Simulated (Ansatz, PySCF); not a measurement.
Energy of full hydrogenation, enthalpy at 298 K: 9 cases among silicon compounds with O, N or halogens, in kcal/mol, species as SMILES. Each species takes up H2 until only one-heavy-atom hydrides (CH4, NH3, H2O, HF, SiH4 and the like) are left. Set-up: frozen cores in correlated levels; spin-orbit terms left out; non-relativistic; 6-31G* and kin with 6d, 5d where marked; dispersion terms only where a functional's name holds one; LANL2DZ with its own core potentials from Na on. Basis-set limits of correlation are two-point, X^-3; Hartree-Fock from the larger set. The bracket is a focal-point correction in the basis named. Ab initio and DFT rows: single points at B3LYP-D3(BJ) geometries (Ansatz, a quantum-chemistry and plane-wave program), with unscaled harmonic terms from B3LYP/6-31G* (Ansatz) at its own minima.

Coupled cluster (Ansatz) is a level with limits of its own, used here on species with T1 under 0.025 (0.045 for open shells) and stable references: (a) RI-MP2/CBS(aug-cc-pV(T+d)Z,aug-cc-pV(Q+d)Z)+[CCSD(T)-MP2]/aug-cc-pV(T+d)Z; (b) CCSD(T)/CBS(cc-pV(T+d)Z,cc-pV(Q+d)Z).

```tsv
species	atoms	coupled cluster	difference of M06-2X/6-31G* (5d) (PySCF)	difference of HF/LANL2DZ (Ansatz)	difference of PBE/def2-SVP (Ansatz)	difference of B3LYP/6-31G* (Ansatz)	difference of MP2/STO-3G (Ansatz)	difference of PBE/def2-TZVPD (Ansatz)	difference of B3LYP-D3(BJ)/def2-TZVPD (Ansatz + dftd3)
O=[Si]=O [dioxosilane]	3	-42.9 (b)	4.3	-56.9	-0.7	10.9	-1.3	3.5	1.6
F[SiH2]F [difluorosilane]	5	61.8 (b)	15.0	-33.6	-4.8	14.7	-21.1	-6.6	-1.7
F[Si](F)(O)O	7	116.1 (b)	23.4	-55.9	-9.7	18.4	-35.0	-14.3	-5.2
F[SiH2][SiH3]	8	22.5 (b)	7.8	-18.0	-1.0	6.9	-7.0	-0.5	-0.3
C[Si](C)(O)O [dihydroxy(dimethyl)silane]	13	40.9 (b)	4.7	-32.5	-8.9	-4.5	-12.3	-8.4	-3.9
N[Si](N)(C)C [[diamino(methyl)silyl]methane]	15	19.2 (b)	-0.5	-21.2	-10.8	-12.5	-2.8	-7.6	-3.9
[SiH3]OCCO[SiH3]	16	-21.3 (b)	18.9	-38.1	-0.3	9.8	19.3	-6.9	0.3
C=C[SiH2]COC [ethenyl(methoxymethyl)silane]	16	-103.7 (b)	8.3	-30.2	1.8	2.7	30.9	-0.6	1.9
C[Si](C)(C)O[SiH2]Cl	18	60.1 (a)	4.4	-44.4	-17.5	-12.5	0.7	-12.1	-3.3
```

```
level                                     cases  mean signed difference  mean absolute difference  median absolute difference  largest absolute difference
----------------------------------------  -----  ----------------------  ------------------------  --------------------------  ---------------------------
M06-2X/6-31G* (5d) (PySCF)                    9                    9.59                      9.70                        7.80                         23.4
HF/LANL2DZ (Ansatz)                           9                  -36.76                     36.76                       33.60                         56.9
PBE/def2-SVP (Ansatz)                         9                   -5.77                      6.17                        4.80                         17.5
B3LYP/6-31G* (Ansatz)                         9                    3.77                     10.32                       10.90                         18.4
MP2/STO-3G (Ansatz)                           9                   -3.18                     14.49                       12.30                         35.0
PBE/def2-TZVPD (Ansatz)                       9                   -5.94                      6.72                        6.90                         14.3
B3LYP-D3(BJ)/def2-TZVPD (Ansatz + dftd3)      9                   -1.61                      2.46                        1.90                          5.2
```

M06-2X/6-31G* (5d) lies above in 8 of 9 cases and within 2 kcal/mol in 1; mean signed difference 9.59 kcal/mol, mean absolute 9.70 kcal/mol (11.04 over the 5 cases of up to 13 atoms, 8.03 over the larger). These figures hold for the species listed.

How the rows were picked: cases drawn at random among the computed members of the class with clean coupled-cluster diagnostics. The batch they came from held 35 cases of this property in the class: 3 with a tabulated value, 31 with clean coupled cluster alone, 1 with neither, which enter no statistics. The levels are drawn from those run on every case listed, the commonest habits more often. No case is left out for the size of its miss. Left out are saddle points of the reference geometry, anions that the best level run finds unbound, excited spin states, species near biochemistry, 298 K rows of species without real B3LYP wavenumbers, cases with under five habitual levels, runs that failed or that the program found above a lower state of the same kind, table entries that another table contradicts, and a share of species set aside by lot.
